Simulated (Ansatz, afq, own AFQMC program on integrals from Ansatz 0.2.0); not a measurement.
Atomization energy of CO, triplet

```xyz
2

O     0.0000    0.0000    0.0000
C     0.0000    0.0000    1.1955
```

Atoms in their ground-state spins without spin–orbit coupling (mostly on UHF) minus the molecule (ROHF), without zero-point energy. The geometry is a stationary point, not shown to be a minimum.

Basis cc-pVQZ. Only valence electrons are correlated. Ansatz 0.2.0 and our own AFQMC program on the same integrals; the CISD trial comes from CCSD amplitudes, and released means the phaseless constraint is let go. Free projection: walkers drawn from exp(T), propagated without any constraint. Its projection time is finite, and what remains of the start isn't in its error. ± is one standard error of the sampling. The errors of all members are added in quadrature.

No full CI on the walks' own integrals is used here. The released AFQMC energy serves as the reference, which it does only where one determinant dominates, the energy is flat over the last release times and near the phaseless one (40 meV or 2 meV an electron, half that with transition metals). On small molecules, where full CI could be run and the noise was under 10 meV, such values lay within 10 meV of it in 19 cases of 20, a flattering rate, since the rule was set on those same cases; what remains of the bias isn't in the error bar. Each member takes its own surest rung, up to full CI.

Errors are counted within cc-pVQZ, not against nature.

Cautions: CO (triplet): lower spins were not checked, a spin-contaminated unrestricted determinant lies lower (UHF 313 meV lower, ⟨S²⟩ 2.19), the released value is read at 2.40 1/Eh with a noise of 17 meV, more than in the cases checked (meV from the phaseless value at times in 1/Eh: -21 ± 11 at 0.24, -19 ± 7 at 0.51, -72 ± 17 at 0.99, -36 ± 29 at 1.62, -26 ± 17 at 2.40).

Reference (AFQMC with the constraint released): 485.0 ± 1.6 kJ/mol.

```json
{"level": "HF", "atomization energy (kJ/mol)": "200.9", "error against released AFQMC (kJ/mol)": "-284.0 ± 1.6"}
{"level": "MP2", "atomization energy (kJ/mol)": "537.9", "error against released AFQMC (kJ/mol)": "52.9 ± 1.6"}
{"level": "CCSD", "atomization energy (kJ/mol)": "455.5", "error against released AFQMC (kJ/mol)": "-29.5 ± 1.6"}
{"level": "CCSD(T)", "atomization energy (kJ/mol)": "486.9", "error against released AFQMC (kJ/mol)": "1.9 ± 1.6"}
{"level": "ph-AFQMC/CISD", "atomization energy (kJ/mol)": "483.5 ± 1.4", "error against released AFQMC (kJ/mol)": "-1.5 ± 2.1"}
{"level": "free AFQMC", "atomization energy (kJ/mol)": "486.2 ± 2.4", "error against released AFQMC (kJ/mol)": "1.2 ± 2.9"}
```

Correlation beyond CCSD(T) changes it by less than twice the noise. The perturbative (T) step is worth +31.4 kJ/mol.

Free projections are given only where their last times agree within the noise and don't stop above the reference; a slow remainder of the start can still hide under it. A walk keeps the symmetry of its determinant, which the program's search chose and which needn't be the lowest solution, so a lower state of the same spin and another symmetry isn't excluded. Released energies are given only where the last usable release times agree within the noise; a slower fall can still hide under it.
